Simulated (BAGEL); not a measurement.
# B3LYP/cc-pVTZ (density fitting with qzvpp-jkfit) run of [BH2F2]− (SMILES F[BH2-]F)

Aim: the energy change on altering one bond length of [BH2F2]− at B3LYP/cc-pVTZ (density fitting with qzvpp-jkfit), from 2 runs. 

Program for the calculation: BAGEL 1.2.2.

**1. The structure to begin with**

[BH2F2]− has 5 atoms, charge -1, and is taken as a singlet. SMILES: `F[BH2-]F`. The coordinates come from a GFN2-xTB relaxation.

Bond lengths: F1–B2 1.425 Å, B2–F3 1.425 Å, B2–H4 1.225 Å, B2–H5 1.225 Å. Angles: F1–B2–F3 107.4°, F1–B2–H4 109.0°, F1–B2–H5 109.1°, F3–B2–H4 109.0°, F3–B2–H5 109.1°, H4–B2–H5 113.0°.

**2. A single-point energy at B3LYP/cc-pVTZ (density fitting with qzvpp-jkfit)**

The input, input.json:

```json
{ "bagel" : [

{
  "title" : "molecule",
  "basis" : "cc-pvtz.json",
  "df_basis" : "qzvpp-jkfit",
  "angstrom" : true,
  "geometry" : [
    { "atom" : "F", "xyz" : [      -1.176970,       0.624500,       0.383180 ] },
    { "atom" : "B", "xyz" : [       0.033530,       0.014270,      -0.056090 ] },
    { "atom" : "F", "xyz" : [       0.407580,      -0.947330,       0.926670 ] },
    { "atom" : "H", "xyz" : [      -0.171950,      -0.560090,      -1.118950 ] },
    { "atom" : "H", "xyz" : [       0.907810,       0.868650,      -0.134810 ] }
  ]
},

{
  "title" : "ks",
  "xc_func" : "b3lyp",
  "charge" : -1
},

{
  "title" : "print",
  "file" : "orbitals.molden",
  "orbitals" : true
}

]}
```

The basis set cc-pVTZ is read from a file made from the Basis Set Exchange's data (not shown).

Run with:

```console
$ BAGEL_NUM_THREADS=1 BAGEL input.json > input.out
```

Standard output:

```text
* using 1 threads per process

  ===============================================================
  ===============================================================

  *** Geometry ***

  { "atom" : "F", "xyz" : [     -2.224151,      1.180134,      0.724105 ] },
  { "atom" : "B", "xyz" : [      0.063363,      0.026966,     -0.105995 ] },
  { "atom" : "F", "xyz" : [      0.770215,     -1.790194,      1.751153 ] },
  { "atom" : "H", "xyz" : [     -0.324938,     -1.058417,     -2.114509 ] },
  { "atom" : "H", "xyz" : [      1.715512,      1.641511,     -0.254754 ] },

  Number of auxiliary basis functions:      265

  Since a DF basis is specified, we compute 2- and 3-index integrals:
    o Being stored without compression. Storage requirement is 0.030 GB

  Number of basis functions:      118
  Number of electrons      :       25

    * METHOD: MOLECULE                             0.12

  *** Kohn-Sham DFT ***

    * Removing 7419 points whose weight is below 1.00e-10
    * Grid points: 67111

  === Nuclear Repulsion ===
    65.4733470900

       - DIIS with orbital gradients will be used.

  === KS iteration (b3lyp / cc-pvtz.json) ===
      0       -188.88092994          0.12801567           0.26
      1       -177.75672776          0.14661009           0.26
      2       -202.11199301          0.12701098           0.29
      3       -224.61917420          0.04858684           0.35
      4       -225.43013882          0.03004355           0.28
      5       -225.81599496          0.01731146           0.30
      6       -225.89700228          0.01143628           0.32
      7       -225.97158932          0.00114625           0.27
      8       -225.97196747          0.00042052           0.26
      9       -225.97205706          0.00006590           0.35
     10       -225.97205925          0.00001900           0.27
     11       -225.97205934          0.00001412           0.28
     12       -225.97205946          0.00000162           0.30
     13       -225.97205946          0.00000024           0.31
     14       -225.97205946          0.00000006           0.33
     15       -225.97205946          0.00000001           0.33
    * SCF iteration converged.

    * Permanent dipole moment:
           (    0.248846,     0.103770,    -0.426417) a.u.

    * METHOD: KS                                   5.26

    * METHOD: PRINT                                0.02

  ===============================================================
```

Wall time 6.3 s (1 thread of Intel Xeon Platinum 8375C at 2.90GHz (Ice Lake), shared host); peak memory 0.37 GiB.

**3. The distorted shape, same level**

The input, input.json:

```json
{ "bagel" : [

{
  "title" : "molecule",
  "basis" : "cc-pvtz.json",
  "df_basis" : "qzvpp-jkfit",
  "angstrom" : "true",
  "geometry" : [
    { "atom" : "F", "xyz" : [      -0.930401,       1.313713,       1.658578 ] },
    { "atom" : "B", "xyz" : [       0.280099,       0.703483,       1.219308 ] },
    { "atom" : "F", "xyz" : [       0.654149,      -0.258117,       2.202068 ] },
    { "atom" : "H", "xyz" : [      -0.171950,      -0.560090,      -1.118950 ] },
    { "atom" : "H", "xyz" : [       1.154379,       1.557863,       1.140588 ] }
  ]
},

{ "title" : "ks", "xc_func" : "b3lyp", "charge" : -1 },

{ "title" : "print", "file" : "orbitals.molden", "orbitals" : "true" }

]}
```

The basis set cc-pVTZ is read from a file made from the Basis Set Exchange's data (not shown).

Run with:

```console
$ BAGEL_NUM_THREADS=1 BAGEL input.json > input.out
```

Standard output:

```text
* using 1 threads per process

  ===============================================================
  ===============================================================

  *** Geometry ***

  { "atom" : "F", "xyz" : [     -1.758203,      2.482558,      3.134258 ] },
  { "atom" : "B", "xyz" : [      0.529310,      1.329390,      2.304158 ] },
  { "atom" : "F", "xyz" : [      1.236162,     -0.487770,      4.161305 ] },
  { "atom" : "H", "xyz" : [     -0.324938,     -1.058417,     -2.114509 ] },
  { "atom" : "H", "xyz" : [      2.181460,      2.943934,      2.155399 ] },

  Number of auxiliary basis functions:      265

  Since a DF basis is specified, we compute 2- and 3-index integrals:
    o Being stored without compression. Storage requirement is 0.030 GB

  Number of basis functions:      118
  Number of electrons      :       25

    * METHOD: MOLECULE                             0.13

  *** Kohn-Sham DFT ***

    * Removing 6306 points whose weight is below 1.00e-10
    * Grid points: 68224

  === Nuclear Repulsion ===
    62.5587460324

       - DIIS with orbital gradients will be used.

  === KS iteration (b3lyp / cc-pvtz.json) ===
      0       -188.68756986          0.12700376           0.30
      1       -167.31950918          0.14880835           0.29
      2       -201.88025054          0.12590560           0.36
      3       -224.28031069          0.03516444           0.27
      4       -225.61833585          0.02180093           0.31
      5       -225.68086626          0.01591315           0.31
      6       -225.85588345          0.00399235           0.40
      7       -225.86358613          0.00307036           0.33
      8       -225.87268790          0.00067031           0.31
      9       -225.87310827          0.00007726           0.31
     10       -225.87311344          0.00001039           0.32
     11       -225.87311354          0.00000480           0.31
     12       -225.87311355          0.00000264           0.30
     13       -225.87311355          0.00000037           0.38
     14       -225.87311355          0.00000012           0.44
     15       -225.87311355          0.00000003           0.46
     16       -225.87311355          0.00000003           0.39
     17       -225.87311355          0.00000000           0.39
    * SCF iteration converged.

    * Permanent dipole moment:
           (   -0.171606,    -1.050529,    -2.540224) a.u.

    * METHOD: KS                                   6.70

    * METHOD: PRINT                                0.06

  ===============================================================
```

Run time: 7.8 s. Hardware: 1 thread of Intel Xeon Platinum 8375C at 2.90GHz (Ice Lake), shared host; peak memory 0.37 GiB.

**4. What came out**

At B3LYP/cc-pVTZ (density fitting with qzvpp-jkfit):

| quantity | value |
| --- | --- |
| first shape: total energy | -225.97206 Eh |
| first shape: HOMO energy | -1.07 eV |
| first shape: LUMO energy | 8.05 eV |
| first shape: HOMO–LUMO gap (to an unbound level, set by the basis) | 9.12 eV |
| distorted shape: total energy | -225.87311 Eh |
| distorted shape: HOMO energy | -0.04 eV |
| distorted shape: LUMO energy | 4.00 eV |
| distorted shape: HOMO–LUMO gap (to an unbound level, set by the basis) | 4.04 eV |
| energy change with the B2–H4 bond stretched from 1.225 to 2.696 Å | 2.692 eV |

With the B2–H4 bond stretched from 1.225 to 2.696 Å the energy rises by 2.69 eV (62 kcal/mol). The first shape isn't relaxed at this level, so the change isn't measured from a minimum.
